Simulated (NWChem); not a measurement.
methyl formate (C$_{2}$H$_{4}$O$_{2}$); SMILES COC=O

```xyz
8

C     -0.5094    -1.3186     0.0026
O      0.6764    -0.5380     0.0014
C      0.5040     0.7806     0.0002
O     -0.5523     1.3438    -0.0002
H     -1.1154    -1.1114    -0.8919
H     -0.1891    -2.3667     0.0086
H     -1.1198    -1.1023     0.8919
H      1.4961     1.2788    -0.0003
```
Atoms are numbered in this order, from 1.

The geometry was optimised at PBE0/def2-SVP. B3LYP is NWChem's, with the RPA form of VWN correlation.

### Question
Give the principal values of the shielding tensors (ppm) of C1, O2, C3, O4 from B3LYP/6-311G** (spherical d), GIAO (NWChem), with their diamagnetic and paramagnetic parts as GIAO splits them.

### Answer
| atom | σ11 | σ22 | σ33 | isotropic | diamagnetic | paramagnetic |
|---|---|---|---|---|---|---|
| C1 | 102.3 | 117.9 | 175.2 | 131.8 | 248.1 | -116.3 |
| O2 | -50.9 | 229.3 | 230.8 | 136.4 | 391.6 | -255.2 |
| C3 | -80.0 | 70.9 | 72.9 | 21.3 | 255.9 | -234.6 |
| O4 | -402.2 | -255.3 | 300.6 | -119.0 | 397.2 | -516.1 |
